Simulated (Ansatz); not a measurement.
# C₃H₇Cl (singlet): from Hartree-Fock to the top rungs, 6-31G*

One table from this session's results is given with a row withheld; the runs are named, their logs left out.

The runs use Ansatz 0.2.0, Gaussian basis; 6-31G*, core rule «outside noble gas», up to 8 orbitals frozen.

The runs, in order: UHF; CCSD(T) on RHF; BCCD(T) on RHF; CISD; CCSDT(Q) on RHF; CASSCF and MRCISD+Q, 8 electrons in 8 orbitals; CASSCF and MRCISD+Q(relaxed), 8 electrons in 8 orbitals; CASSCF and NEVPT2, 8 electrons in 8 orbitals.

18 further runs of the same task are left out: 1 that didn't finish, 17 set aside as unsound or not needed.

## The system

The geometry is an MP2(full)/6-31G* stationary point (not a proven minimum).

11 atoms, charge 0, spin multiplicity 1.

Atoms are counted from 1 here; the program's logs count them from 0.

Bond lengths: C1–C2 1.526 Å, C1–C3 1.516 Å, C1–H4 1.094 Å, C1–H5 1.094 Å, C2–H6 1.093 Å, C2–H8 1.094 Å, C2–H9 1.094 Å, C3–Cl7 1.789 Å, C3–H10 1.091 Å, C3–H11 1.091 Å. Angles: C2–C1–C3 111.0°, C2–C1–H4 110.3°, C2–C1–H5 110.3°, C3–C1–H4 109.1°, C3–C1–H5 109.1°, H4–C1–H5 106.9°, C1–C2–H6 110.8°, C1–C2–H8 111.2°, C1–C2–H9 111.2°, H6–C2–H8 107.8°, H6–C2–H9 107.8°, H8–C2–H9 108.0°, C1–C3–Cl7 111.7°, C1–C3–H10 111.1°, C1–C3–H11 111.1°, Cl7–C3–H10 107.0°, Cl7–C3–H11 107.0°, H10–C3–H11 108.6°.

The first run:

Contents of in.yaml:

```yaml
crystal:
  periodic: [false, false, false]
  atoms:
    - {symbol: C, position_ang: [1.049398, -0.651811, 0.000000]}
    - {symbol: C, position_ang: [2.522356, -0.254635, 0.000000]}
    - {symbol: C, position_ang: [0.156769, 0.573454, 0.000000]}
    - {symbol: H, position_ang: [0.820500, -1.261584, 0.879201]}
    - {symbol: H, position_ang: [0.820500, -1.261584, -0.879201]}
    - {symbol: H, position_ang: [3.162245, -1.140391, 0.000000]}
    - {symbol: Cl, position_ang: [-1.576041, 0.130276, 0.000000]}
    - {symbol: H, position_ang: [2.771651, 0.338237, -0.884730]}
    - {symbol: H, position_ang: [2.771651, 0.338237, 0.884730]}
    - {symbol: H, position_ang: [0.329650, 1.186369, 0.886460]}
    - {symbol: H, position_ang: [0.329650, 1.186369, -0.886460]}
basis:
  gaussian: {orbitals: "6-31G*"}
magnetization: {spin_polarized: true, initial_magnetization: 0}
hamiltonian: {xc: hf}
output: {orbitals: {seedname: orbitals}}
```

Run with:

```bash
$ ansatz run in.yaml --threads 1 --pin off --events-out ev --progress --plain --max-ram 2880MiB --backend cpu
```

Among the steps run: UHF; CCSD(T) on RHF; BCCD(T) on RHF; CISD; CCSDT(Q) on RHF; CASSCF and MRCISD+Q, 8 electrons in 8 orbitals; CASSCF and MRCISD+Q(relaxed), 8 electrons in 8 orbitals; CASSCF and NEVPT2, 8 electrons in 8 orbitals.

One of the session's tables, all rows but one given; the rest of the session is left out.

| method | from RCCSDT(Q) (kcal/mol) |
| --- | --- |
| RHF | +371.95 |
| RMP2 | +43.10 |
| CISD | +62.01 |
| RCCSD | +10.99 |
| RCCSD(T) | +1.08 |
| BCCD(T) | +1.03 |
| RCCSDT | +0.46 |
| RCCSDT(Q) | 0 |
| CASSCF frontier | +324.12 |
| NEVPT2 frontier | +47.91 |
| MRCISD frontier | +48.31 |
| MRCISD+Q frontier | +8.63 |
| MRCISD+Q(relaxed) frontier | ? |

Q: Estimate the row for MRCISD+Q(relaxed) frontier from the others.

**Answer.** from RCCSDT(Q) (kcal/mol): +8.16. In the column «from RCCSDT(Q) (kcal/mol)» it lies between RCCSD(T) (+1.08) and MRCISD+Q frontier (+8.63).
